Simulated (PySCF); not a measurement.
# [SiH4]-: doublet, from a see-saw start

The task is one start of a wider search on [SiH4]-: the doublet, from a see-saw start. It is relaxed, tested by its Hessian and followed downhill if it is a saddle.

Method: PBE0, basis Si def2-TZVPD, H def2-TZVPD, no relativity, density fitting; program: PySCF 2.14.0.

## 1. Where the work starts

5 atoms, charge -1, spin multiplicity 2.

Bond lengths: Si1–H2 1.480 Å, Si1–H3 1.480 Å, Si1–H4 1.480 Å, Si1–H5 1.480 Å. Angles: H2–Si1–H3 170.0°, H2–Si1–H4 86.9°, H2–Si1–H5 86.9°, H3–Si1–H4 86.9°, H3–Si1–H5 86.9°, H4–Si1–H5 104.0°.

```xyz
5
charge -1 multiplicity 2
Si    0.0000    0.0000    0.0000
H     0.0000    1.4744    0.1290
H     0.0000   -1.4744    0.1290
H     1.1663    0.0000    0.9112
H    -1.1663    0.0000    0.9112
```

## 2. First SCF at the start

One driver script runs all steps and calls PySCF; scf.py shows how it sets up the SCF of each step. The optimiser is the driver's own. After this first run the driver tries any further starts and a stability analysis.

The input, scf.py:

```python
from pyscf import gto, scf, dft
mol = gto.M(atom='''
Si     0.000000     0.000000     0.000000
H      0.000000     1.474400     0.129000
H     -0.000000    -1.474400     0.129000
H      1.166300     0.000000     0.911200
H     -1.166300     0.000000     0.911200''',
    basis={'Si': 'def2-TZVPD', 'H': 'def2-TZVPD'},
    charge=-1, spin=1)
mf = dft.UKS(mol, xc='PBE0')
mf.grids.atom_grid = (50, 194)
aux = {'Si': 'def2-universal-JKFIT', 'H': 'def2-universal-JKFIT'}
mf = mf.density_fit(auxbasis=aux)
mf.conv_tol = 1e-08
mf.diis_space = 10
mf.max_cycle = 60
mf.init_guess = 'minao'
mf.verbose = 4
mf.kernel()
```

Run with:

```bash
$ OMP_NUM_THREADS=4 python axn.py task.json out
```

Log:

```text
init E= -291.484652661618
[... the frontier-level lines of each cycle are left out ...]
cycle= 1 E= -291.650333058773  delta_E= -0.166  |g|= 0.171  |ddm|= 0.987
cycle= 2 E= -291.670431365521  delta_E= -0.0201  |g|= 0.127  |ddm|= 1.87
cycle= 3 E= -291.684049996963  delta_E= -0.0136  |g|= 0.0185  |ddm|= 0.713
cycle= 4 E= -291.684171940824  delta_E= -0.000122  |g|= 0.00438  |ddm|= 0.0535
cycle= 5 E= -291.684191485605  delta_E= -1.95e-05  |g|= 0.00137  |ddm|= 0.0136
cycle= 6 E= -291.684193818371  delta_E= -2.33e-06  |g|= 0.000447  |ddm|= 0.00964
cycle= 7 E= -291.684194106512  delta_E= -2.88e-07  |g|= 7.81e-05  |ddm|= 0.00287
cycle= 8 E= -291.684194122922  delta_E= -1.64e-08  |g|= 2.3e-05  |ddm|= 0.000624
cycle= 9 E= -291.684194124293  delta_E= -1.37e-09  |g|= 5.19e-06  |ddm|= 0.000184
Extra cycle  E= -291.684194124357  delta_E= -6.45e-11  |g|= 2.4e-06  |ddm|= 3.87e-05
converged SCF energy = -291.684194124357  <S^2> = 0.75691814  2S+1 = 2.0069062
```

This step, with its further starts and checks, ran for 1.6 s (4 threads of Arm Neoverse V2, shared host).

No lower solution of this spin turned up in the test of internal stability.

## 3. Relaxing the doublet from the see-saw start

The program finds C2v symmetry in the start, which this walk keeps.

Changes to scf.py since step 2:

```diff
@@ -3,5 +3,5 @@
-Si     0.000000     0.000000     0.000000
-H      0.000000     1.474400     0.129000
-H     -0.000000    -1.474400     0.129000
-H      1.166300     0.000000     0.911200
-H     -1.166300     0.000000     0.911200''',
+Si     0.000000     0.000000    -0.065504
+H      0.000000     1.474400     0.063496
+H      0.000000    -1.474400     0.063496
+H      1.166300     0.000000     0.845696
+H     -1.166300     0.000000     0.845696''',
@@ -17 +16,0 @@
-mf.init_guess = 'minao'
```

The optimiser's trace:

| step | energy (Eh) | change (kJ/mol) | largest symmetric gradient (Eh/bohr) |
| --- | --- | --- | --- |
| 0 | -291.684194 | 0.00 | 0.03574 |
| 1 | -291.701393 | -45.16 | 0.01139 |
| 2 | -291.704892 | -54.34 | 0.00240 |
| 3 | -291.705033 | -54.71 | 0.00102 |
| 4 | -291.705040 | -54.73 | 0.00046 |
| 5 | -291.705041 | -54.73 | 0.00018 |

The walk took 3.5 s.

Geometry (Å) and forces (eV/Å) at some steps:

```
step 0
Si   0.000   0.000  -0.066   0.000   0.000   0.190
H    0.000   1.474   0.064   0.000   1.838  -0.769
H    0.000  -1.474   0.064   0.000  -1.838  -0.769
H    1.166   0.000   0.846   0.898   0.000   0.674
H   -1.166   0.000   0.846  -0.898   0.000   0.674
step 1
Si   0.000   0.000   0.006   0.000   0.000   0.480
H    0.000   1.559  -0.044   0.000   0.586  -0.403
H    0.000  -1.559  -0.044   0.000  -0.586  -0.403
H    1.215   0.000   0.917   0.131   0.000   0.163
H   -1.215   0.000   0.917  -0.131   0.000   0.163
step 3
Si   0.000   0.000   0.063   0.000   0.000   0.052
H    0.000   1.610  -0.153   0.000  -0.019  -0.010
H    0.000  -1.610  -0.153   0.000   0.019  -0.010
H    1.203   0.000   0.997  -0.036   0.000  -0.016
H   -1.203   0.000   0.997   0.036   0.000  -0.016
step 5
Si   0.000   0.000   0.065   0.000   0.000   0.007
H    0.000   1.609  -0.156   0.000  -0.009  -0.002
H    0.000  -1.609  -0.156   0.000   0.009  -0.002
H    1.198   0.000   1.000   0.002   0.000  -0.002
H   -1.198   0.000   1.000  -0.002   0.000  -0.002
```

After 5 steps and 54.7 kJ/mol it ends at C2v: Si–H 1.520 Å (×2), Si–H 1.624 Å (×2); H–Si–H 94.8° (×4), H–Si–H 104.0°, H–Si–H 164.3°.

## 4. Frequencies

The point is checked on the finer grid, and tightened if its gradient asks for it. The Hessian and the dipole derivatives come from central differences of analytic gradients, with steps of 0.02 bohr.

Changes to scf.py since step 3:

```diff
@@ -3,5 +3,5 @@
-Si     0.000000     0.000000    -0.065504
-H      0.000000     1.474400     0.063496
-H      0.000000    -1.474400     0.063496
-H      1.166300     0.000000     0.845696
-H     -1.166300     0.000000     0.845696''',
+Si     0.000000     0.000000    -0.044140
+H      0.000000     1.607953    -0.266948
+H      0.000000    -1.607953    -0.266948
+H      1.198408     0.000000     0.890938
+H     -1.198408     0.000000     0.890938''',
@@ -11 +11 @@
-mf.grids.atom_grid = (50, 194)
+mf.grids.atom_grid = (75, 302)
@@ -14 +14 @@
-mf.conv_tol = 1e-08
+mf.conv_tol = 1e-10
```

The driver hands on the density of the step before, so the log starts near convergence.

Log of the central SCF (cycles and frontier levels):

```text
init E= -291.705039659051
[... the frontier-level lines of each cycle are left out ...]
cycle= 1 E= -291.705039659053  delta_E= -1.99e-12  |g|= 1.69e-07  |ddm|= 7.27e-06
Extra cycle  E= -291.705039659054  delta_E= -5.68e-13  |g|= 8.95e-08  |ddm|= 3.53e-06
converged SCF energy = -291.705039659054  <S^2> = 0.75660399  2S+1 = 2.0065931
```

The whole step took 20 s.

Geometry: C2v; Si–H 1.520 Å (×2), Si–H 1.623 Å (×2); H–Si–H 94.8° (×4), H–Si–H 104.1°, H–Si–H 164.2°.

Modes, for the most abundant isotopes:

| symmetry | ω (cm⁻¹) | IR (km/mol) | μ (u) | type |
| --- | --- | --- | --- | --- |
| b2 | 686 | 48.6 | 1.09 | bend |
| a1 | 744 | 16.4 | 1.08 | bend |
| a1 | 791 | 29.3 | 1.04 | bend |
| b1 | 971 | 342 | 1.08 | bend |
| a2 | 1017 | 0.0 | 1.01 | bend |
| b1 | 1407 | 1531 | 1.05 | stretch |
| a1 | 1499 | 0.9 | 1.01 | stretch |
| a1 | 2022 | 139 | 1.03 | stretch |
| b2 | 2022 | 353 | 1.05 | stretch |

No imaginary mode, so this is a minimum.

Properties at this point:

```yaml
Dipole_moment_about_the_centre_of_mass: 0.06 D
Highest_occupied_level: 1.77 eV
Lowest_empty_level: 4.41 eV
Rotational_constants: 3.592, 2.405, 2.08 cm⁻¹
Zero-point_energy: 66.7 kJ/mol
Principal_polarisabilities: 60.0, 79.0, 102.1 bohr³
Principal_traceless_quadrupole_moments_about_the_centre_of_mass: -7.54, 2.72, 4.82 D Å
Entropy_at_298.15_K_and_1_bar_electronic_part_spin_only: 228.1 J/(mol K)
Heat_capacity_Cp_at_298.15_K: 46.8 J/(mol K)
Enthalpy_at_298.15_K_above_0_K: 10.93 kJ/mol
Rotational_symmetry_number: 2
Spin_squared_⟨S²⟩: 0.757
```

Charges (e) and bond orders:

```json
{"atom": "Si1", "Mulliken": "-0.94", "Löwdin": "-0.03", "polar tensor": "0.40", "spin (Mulliken)": "0.72", "Mayer order to Si1": "–"}
{"atom": "H2,3", "Mulliken": "-0.01", "Löwdin": "-0.26", "polar tensor": "-0.40", "spin (Mulliken)": "0.17", "Mayer order to Si1": "1.08"}
{"atom": "H4,5", "Mulliken": "-0.02", "Löwdin": "-0.23", "polar tensor": "-0.31", "spin (Mulliken)": "-0.03", "Mayer order to Si1": "1.02"}
```

Mulliken populations on Si1: s 5.40, p 8.97, d 0.56, f 0.01.

## 5. What came out

| quantity | value |
| --- | --- |
| minimum | doublet, C2v |
| geometry | Si–H 1.520 Å (×2), Si–H 1.623 Å (×2); H–Si–H 94.8° (×4), H–Si–H 104.1°, H–Si–H 164.2° |
| wavenumbers (cm⁻¹) | 686 (b2), 744 (a1), 791 (a1), 971 (b1), 1017 (a2), 1407 (b1), 1499 (a1), 2022 (a1), 2022 (b2) |
| dipole moment (centre of mass) | 0.06 D |
| highest occupied, lowest empty level (either spin) | 1.77, 4.41 eV |
| polar-tensor charge of Si1 | +0.40 e |
| zero-point energy | 66.7 kJ/mol |
| entropy at 298.15 K | 228.1 J/(mol K) |
| ⟨S²⟩ | 0.757 |

What this shows: The molecule stays C2v, as typed, and the end point is a minimum. The strongest infrared band lies at 1407 cm⁻¹ (b1, stretch). Most of the spin sits on Si1 (Mulliken spin 0.72, against 1 for the whole molecule). Other starts or spin states, not run here, may lie lower. A highest occupied level above zero is common for anions with such functionals; it warns that the extra electron is poorly described.

The anion's highest level is positive in at least one run, so there the basis alone may hold the extra electron.

The search up to here took 26 s.
